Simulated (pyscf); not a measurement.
PySCF, gas phase, ωB97X-D3(BJ)/def2-SVP geometries.

Question: Estimate the classical barrier height and the reaction energy of F–WH₂(F)(F)–F + water (H₂O) → HO–WH(F)(F)(F)–F + hydrogen (H₂) at ωB97M-D3(BJ)/def2-TZVP. The step runs on the singlet surface, breaks H–W, H–O and forms O–W, H–H; take the separated reactants as zero.

Answer: ΔE‡ = 17.4 kcal/mol, ΔE = -14.3 kcal/mol. Zero-point energy shifts the barrier by +1.1 kcal/mol. It is a four-centre exchange, with an imaginary mode of 1141i cm⁻¹. On the reactant side the descent ends in an adduct with a O–W contact (not fully relaxed), 9.5 kcal/mol under the separated species and 25.6 kcal/mol under the saddle at ωB97X-D3(BJ)/def2-TZVP. What is counted as formed (O–W) is already present as a longer contact in the reactant adduct; forming that adduct is a step of its own. At the saddle there is also a short H–W contact that neither side keeps. One saddle was located; it need not be the lowest between these sides. Elements past Kr carry the def2 core potentials, without spin-orbit coupling.
